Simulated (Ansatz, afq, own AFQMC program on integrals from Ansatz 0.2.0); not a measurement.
**NHO, triplet in cc-pVDZ, levels against CCSDT(Q)**

```xyz
3

N     0.0000   -0.0489    0.6447
O     0.0000    0.0920   -0.5057
H     0.0000   -0.7811   -0.9319
```

Connectivity, by distances: N–OH.

Basis cc-pVDZ. Noble-gas cores (and the filled d shells of Ga–Kr and In–Xe) are frozen. Ansatz 0.2.0 and our own AFQMC program on the same integrals; the CISD trial comes from CCSD amplitudes, and released means the phaseless constraint is let go. Error bars are statistical, one sigma.

Determinant: UHF, the one that the program's search chose, which needn't be the lowest solution. The geometry is a point of a scan.

No full CI on the walks' own integrals is used here; CCSDT(Q) serves as the reference and is uncertain by about the last step of the cluster series.

Cautions: lower spins were not checked.

The T1 diagnostic is 0.0174 and the weight of the determinant in the CISD state is 0.914. The ⟨S²⟩ of the determinant is 2.017 and the size of the correlated space is 12 electrons in 31 orbitals.

Reference: CCSDT(Q), correlation energy -8.558 eV. The released energy is read at 2.40 1/Eh (meV from the phaseless value at times in 1/Eh: -2 ± 14 at 0.24, 6 ± 12 at 0.51, -15 ± 15 at 0.99, -8 ± 16 at 1.62, 18 ± 17 at 2.40).

```tsv
level	E − E(reference) (kcal/mol)	share of correlation (%)
HF	197.34	0.00
MP2	16.94	91.42
CCSD	4.67	97.64
CCSD(T)	0.65	99.67
CCSDT	0.38	99.81
ph-AFQMC/HF	1.34 ± 1.43	99.32
ph-AFQMC/CISD	-0.08 ± 0.26	100.04
released AFQMC	0.35 ± 0.39	99.82
```

A walk keeps the symmetry of its determinant, which the program's search chose and which needn't be the lowest solution, so a lower state of the same spin and another symmetry isn't excluded. Released energies are given only where the last usable release times agree within the noise; a slower fall can still hide under it.
